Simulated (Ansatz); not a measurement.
C5H8O can be A, `C=C1OC1(C)C`, or B, `CC1=C(O)CC1`.

Isolated molecules relaxed with PBE0-D4/def2-TZVP in Ansatz; ΔE leaves out vibrations. CCSD(T)/CBS adds triple-zeta CCSD(T) − MP2 to the extrapolated MP2 energy (def2 sets, frozen cores). DFT in def2-TZVPP. B3LYP here is the variant with VWN-RPA as its local correlation; programs differ in this. Each species was taken in one conformer, which may not be the lowest.

**Question.** Which isomer does CCSD(T)/CBS put lower? Give the gap. (Best estimate.)

**Answer.** Computed: B, by 43.6 kJ/mol.

**Question.** Give E(B) − E(A) in kJ/mol with ωB97M-V, MP2/def2-TZVPP, B3LYP-D4, r2SCAN-D4, PBE0-D4, PBE-D4, B2PLYP. (An estimate is asked.)

**Answer.** Ansatz gave: ωB97M-V -39.6, MP2/def2-TZVPP -44.9, B3LYP-D4 -33.7, r2SCAN-D4 -29.9, PBE0-D4 -46.7, PBE-D4 -36.8, B2PLYP -35.9. None reverses the order clearly.

Largest T1 diagnostic: 0.012.

From PBE to PBE0 (25 % exact exchange), in def2-TZVPP and without D4, E(B) − E(A) moves by −10.0 kJ/mol.
